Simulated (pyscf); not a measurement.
Thermochemistry of product channels of H₃C–CH₂–ZnH (SMILES C[CH2][ZnH]) + HCl (SMILES Cl) on the singlet surface, in kcal/mol, from ωB97M-D3(BJ)/def2-TZVP energies (ideal gas, 1 atm, RRHO with modes under 100 cm⁻¹ raised to 100, one conformer, R ln 2 for chiral ones without a mode under 150 cm⁻¹). PySCF, gas phase, ωB97X-D3(BJ)/def2-SVP geometries.

| products | ΔE | ΔH(298 K) | ΔG(298 K) | ΔG(1200 K) |
|---|---|---|---|---|
| H₃C–CH₃ (SMILES CC) + Cl–ZnH (SMILES [Cl][ZnH]) | -42.8 | -40.3 | -39.5 | -35.6 |
| H₃C–CH₂–Zn–Cl (SMILES C[CH2][Zn][Cl]) + H₂ (SMILES [H][H]) | -30.3 | -30.5 | -29.0 | (withheld) |

### Question
Complete the blanks.

### Answer

- H₃C–CH₂–Zn–Cl (SMILES C[CH2][Zn][Cl]) + H₂ (SMILES [H][H]), ΔG(1200 K): -25.9

These are energies of the channels, which say nothing of barriers. Elements up to Kr have no core potential and no relativistic terms here.
